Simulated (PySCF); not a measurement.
Exercise with solution: chemical shift, span and skew from a shielding tensor

C₂H₃, SMILES [CH]=C (connectivity only; charge and spin as stated), charge +1, multiplicity 1. Atoms are numbered in the order given.

```xyz
5

C      0.0000     0.0000     0.6721
C      0.0000     0.0000    -0.5796
H      0.0000     0.0000     1.7533
H      0.0000    -0.9393    -1.1541
H      0.0000     0.9393    -1.1541
```
Charge +1, spin multiplicity 1.

Coordinates come from a B3LYP-D3(BJ)/def2-TZVP optimisation. The multiplicity is an assumed one; other spin states were not compared. The isomer is the one that the SMILES or the coordinates give; other isomers of the formula were not compared.

GIAO shieldings from PBE/pcSseg-2 (PySCF), non-relativistic, no solvent. The symmetric part of the tensor of C1 has the principal values -257.0, -178.0, -34.9 ppm. The same nucleus in TMS has σ = 181.4 ppm at this level (PySCF, at its B3LYP-D3(BJ)/def2-TZVP geometry).

**Question.** Work out the isotropic shielding, the ¹³C shift against TMS, the span and the skew.

**Answer.** 
σ(iso) = (σ11 + σ22 + σ33)/3 = -156.6 ppm. δ = σ(ref) − σ(iso) = 181.4 − (-156.6) = 338.0 ppm.
Span Ω = σ33 − σ11 = 222.1 ppm. Skew κ = 3(σ(iso) − σ22)/Ω = 0.29. Tumbling in solution averages the tensor to δ; in a static solid the shielding alone would spread this spin-1/2 line over Ω.
